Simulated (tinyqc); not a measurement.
Worked calculation: UHF in the sto-6g basis, for LiH+, spin multiplicity 2. One step of it, computed by the program tinyqc.

Problem. Iteration 4: diagonalisation and new density. Diagonalise F' = X^T F X, C = X C', fill 2 alpha and 1 beta electrons from the bottom; D(s) = C_occ C_occ^T. Each column has its largest component positive (the first on a tie).

extrapolated F(alpha) (hartree), order 1Li 1s, 1Li 2s, 1Li 2px, 1Li 2py, 1Li 2pz, 2H 1s:
```
[[-2.766156, -0.702090, 0.000000, 0.000000, 0.000420, -0.015855],
 [-0.702090, -0.365059, 0.000000, 0.000000, -0.032453, -0.158506],
 [0.000000, 0.000000, -0.092979, -0.000642, 0.000000, 0.000000],
 [0.000000, 0.000000, -0.000642, -0.092617, 0.000000, 0.000000],
 [0.000420, -0.032453, 0.000000, 0.000000, -0.138678, -0.225746],
 [-0.015855, -0.158506, 0.000000, 0.000000, -0.225746, -0.655132]]
```

extrapolated F(beta) (hartree), order 1Li 1s, 1Li 2s, 1Li 2px, 1Li 2py, 1Li 2pz, 2H 1s:
```
[[-2.765043, -0.702134, 0.000000, 0.000000, 0.000521, -0.015611],
 [-0.702134, -0.342713, 0.000000, 0.000000, -0.001204, -0.059253],
 [0.000000, 0.000000, -0.089936, 0.000083, 0.000000, 0.000000],
 [0.000000, 0.000000, 0.000083, -0.089983, 0.000000, 0.000000],
 [0.000521, -0.001204, 0.000000, 0.000000, -0.093612, -0.076409],
 [-0.015611, -0.059253, 0.000000, 0.000000, -0.076409, 0.075122]]
```

X, order 1Li 1s, 1Li 2s, 1Li 2px, 1Li 2py, 1Li 2pz, 2H 1s:
```
[[1.022038, -0.123905, 0.000000, 0.000000, -0.002556, 0.012570],
 [-0.123905, 1.032191, 0.000000, 0.000000, 0.015320, -0.084949],
 [0.000000, 0.000000, 1.000000, 0.000000, 0.000000, 0.000000],
 [0.000000, 0.000000, 0.000000, 1.000000, 0.000000, 0.000000],
 [-0.002556, 0.015320, 0.000000, 0.000000, 1.022432, -0.125022],
 [0.012570, -0.084949, 0.000000, 0.000000, -0.125022, 1.032476]]
```

Give: F' = X^T F X; orbital energies; coefficients C; F' = X^T F X; orbital energies; coefficients C; D(alpha) after iteration 4; D(beta) after iteration 4.

Solution.

F' = X^T F X (alpha) (hartree):
```
[[-2.7172, -0.3560, 0.0000, 0.0000, -0.0008, 0.0182],
 [-0.3560, -0.2296, 0.0000, 0.0000, -0.0065, -0.0922],
 [0.0000, 0.0000, -0.0930, -0.0006, 0.0000, 0.0000],
 [0.0000, 0.0000, -0.0006, -0.0926, 0.0000, 0.0000],
 [-0.0008, -0.0065, 0.0000, 0.0000, -0.0980, -0.1405],
 [0.0182, -0.0922, 0.0000, 0.0000, -0.1405, -0.6171]]
```

orbital energies (alpha) (hartree): [-2.7672, -0.6702, -0.1649, -0.0935, -0.0921, -0.0597]

coefficients C (alpha), order 1Li 1s, 1Li 2s, 1Li 2px, 1Li 2py, 1Li 2pz, 2H 1s:
```
[[0.9949, -0.0355, -0.2581, 0.0000, 0.0000, -0.0488],
 [0.0208, 0.1154, 1.0167, 0.0000, 0.0000, 0.2020],
 [0.0000, 0.0000, 0.0000, 0.7971, -0.6039, 0.0000],
 [0.0000, 0.0000, 0.0000, 0.6039, 0.7971, 0.0000],
 [0.0004, 0.1252, -0.1727, 0.0000, 0.0000, 1.0078],
 [-0.0019, 0.9393, -0.2016, 0.0000, 0.0000, -0.4075]]
```

F' = X^T F X (beta) (hartree):
```
[[-2.7159, -0.3576, 0.0000, 0.0000, -0.0025, 0.0153],
 [-0.3576, -0.2172, 0.0000, 0.0000, 0.0091, -0.0520],
 [0.0000, 0.0000, -0.0899, 0.0001, 0.0000, 0.0000],
 [0.0000, 0.0000, 0.0001, -0.0900, 0.0000, 0.0000],
 [-0.0025, 0.0091, 0.0000, 0.0000, -0.0770, -0.0807],
 [0.0153, -0.0520, 0.0000, 0.0000, -0.0807, 0.1069]]
```

orbital energies (beta) (hartree): [-2.7661, -0.1776, -0.1060, -0.0900, -0.0899, 0.1464]

coefficients C (beta), order 1Li 1s, 1Li 2s, 1Li 2px, 1Li 2py, 1Li 2pz, 2H 1s:
```
[[0.9949, -0.2554, 0.0385, 0.0000, 0.0000, 0.0597],
 [0.0209, 0.9983, -0.1556, 0.0000, 0.0000, -0.2587],
 [0.0000, 0.0000, 0.0000, -0.6039, 0.7971, 0.0000],
 [0.0000, 0.0000, 0.0000, 0.7971, 0.6039, 0.0000],
 [0.0003, 0.0642, 0.9160, 0.0000, 0.0000, -0.4671],
 [-0.0022, 0.1182, 0.2258, 0.0000, 0.0000, 1.0120]]
```

D(alpha) after iteration 4, order 1Li 1s, 1Li 2s, 1Li 2px, 1Li 2py, 1Li 2pz, 2H 1s:
```
[[0.9911, 0.0166, 0.0000, 0.0000, -0.0040, -0.0353],
 [0.0166, 0.0138, 0.0000, 0.0000, 0.0145, 0.1084],
 [0.0000, 0.0000, 0.0000, 0.0000, 0.0000, 0.0000],
 [0.0000, 0.0000, 0.0000, 0.0000, 0.0000, 0.0000],
 [-0.0040, 0.0145, 0.0000, 0.0000, 0.0157, 0.1176],
 [-0.0353, 0.1084, 0.0000, 0.0000, 0.1176, 0.8824]]
```

D(beta) after iteration 4, order 1Li 1s, 1Li 2s, 1Li 2px, 1Li 2py, 1Li 2pz, 2H 1s:
```
[[0.9898, 0.0208, 0.0000, 0.0000, 0.0003, -0.0022],
 [0.0208, 0.0004, 0.0000, 0.0000, 0.0000, 0.0000],
 [0.0000, 0.0000, 0.0000, 0.0000, 0.0000, 0.0000],
 [0.0000, 0.0000, 0.0000, 0.0000, 0.0000, 0.0000],
 [0.0003, 0.0000, 0.0000, 0.0000, 0.0000, 0.0000],
 [-0.0022, 0.0000, 0.0000, 0.0000, 0.0000, 0.0000]]
```
